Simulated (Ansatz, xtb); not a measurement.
## Relative energy of two structures of CLiN

Structure a: `[Li][C]#N`, a singlet. Structure b: a singlet given by its coordinates. Both are isolated molecules in the gas phase, relaxed with PBE0-D3(BJ)/def2-SVP.

a (Å):

```xyz
3

C     0.0000    0.0000   -0.2469
Li    0.0000    0.0000    1.6607
N     0.0000    0.0000   -1.4139
```

b (Å):

```yaml
atoms:
  - { symbol: C, position_ang: [-0.4202, -0.8034, -0.9291] }
  - { symbol: Li, position_ang: [-0.3899, -0.1256, 1.0784] }
  - { symbol: N, position_ang: [0.2063, 0.1493, -0.6302] }
```

Close contacts (Å): C1–Li2 2.12, C1–N3 1.18, Li2–N3 1.83.

Task: Estimate E(b) − E(a) at the level CCSD(T)/def2-QZVPP.

Result: Calculated at CCSD(T)/def2-QZVPP: E(b) − E(a) = −2.0 kcal/mol, so structure b lies lower.

The same difference at several levels:

```
               level              geometry  E(b) − E(a) (kcal/mol)  departure from the last row (kcal/mol)  job, with rough time for the two
            GFN2-xTB              GFN2-xTB                      −2.1                                    −0.1              optimisation, 0.06 s
           HF/STO-3G              GFN2-xTB                      −5.2                                    −3.2              single point, 0.12 s
  r2SCAN-D4/def2-SVP              GFN2-xTB                      −1.2                                    +0.8               single point, 1.6 s
PBE0-D3(BJ)/def2-SVP  PBE0-D3(BJ)/def2-SVP                      −1.4                                    +0.6               optimisation, 6.7 s
       HF/def2-QZVPP  PBE0-D3(BJ)/def2-SVP                      −3.6                                    −1.6           part of the CCSD(T) run
      MP2/def2-QZVPP  PBE0-D3(BJ)/def2-SVP                      −0.9                                    +1.1           part of the CCSD(T) run
  CCSD(T)/def2-QZVPP  PBE0-D3(BJ)/def2-SVP                      −2.0                                                        single point, 17 s
```

None of the levels shown reverses the order. The largest departure from CCSD(T)/def2-QZVPP is that of HF/STO-3G, 3.2 kcal/mol.

With harmonic frequencies from PBE0-D3(BJ)/def2-SVP (ideal gas, rigid rotor, one conformer each, 200 K, 1 atm): on the last row, ΔE + ΔZPE = −2.4, ΔH = −2.4, ΔG = −3.2 kcal/mol.

The correlated steps freeze 2 core orbitals; the last core shell of Li is correlated, in a basis made for valence electrons. Programs: Ansatz 0.2.0, xtb 6.7.1; the last row on 1 thread of Arm Neoverse V1 on a shared host.
